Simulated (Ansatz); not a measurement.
fcc Ca: PBE at its full settings (plane-wave cutoff 520 eV, 18×18×18 k mesh, Fermi–Dirac smearing 0.05 eV, scalar-relativistic PAW data made under PBE) and at cheaper ones, in a cell of 1 atom with Γ-centred meshes.

| level and setting | equilibrium lattice constant a (Å) | bulk modulus (GPa) |
|---|---|---|
| PBE (Ansatz) | 5.526 | 17.4 |
| PBE (300 eV cutoff) (Ansatz) | 5.528 | 17.0 |
| PBE (Γ point alone) (Ansatz) | 5.205 | 55.8 |
| PBE (4×4×4 k mesh) (Ansatz) | 5.542 | 18.7 |
| PBE (6×6×6 k mesh) (Ansatz) | 5.517 | 17.1 |
| PBE (Fermi-Dirac smearing of 0.3 eV) (Ansatz) | 5.545 | 16.9 |

Largest shifts from the full settings: lattice constant a -5.81 % (PBE (Γ point alone)), against a difference of -0.49 % of the full result from the reference 5.553 Å (measured, low-temperature or extrapolated to 0 K; zero-point anharmonic expansion removed; as tabulated in Csonka et al. (2009), arXiv:0903.4037); bulk modulus +221 % (PBE (Γ point alone)), against a difference of -6.5 % of the full result from the reference 18.6 GPa (measured, corrected for temperature and zero-point phonon effects, our sources range from 15.9 to 18.7; as tabulated in Levämäki et al. (2014), arXiv:1402.3671).

The full settings aren't shown to be converged themselves.

Ansatz's density-functional and Hartree–Fock values are scalar-relativistic unless marked +SOC, with PAW data made under PBE.

Run with cheap settings on purpose, which may leave them unconverged: PBE (300 eV cutoff), PBE (4×4×4 k mesh), PBE (6×6×6 k mesh), PBE (Fermi-Dirac smearing of 0.3 eV), PBE (Γ point alone).

Ansatz is a first-principles code.
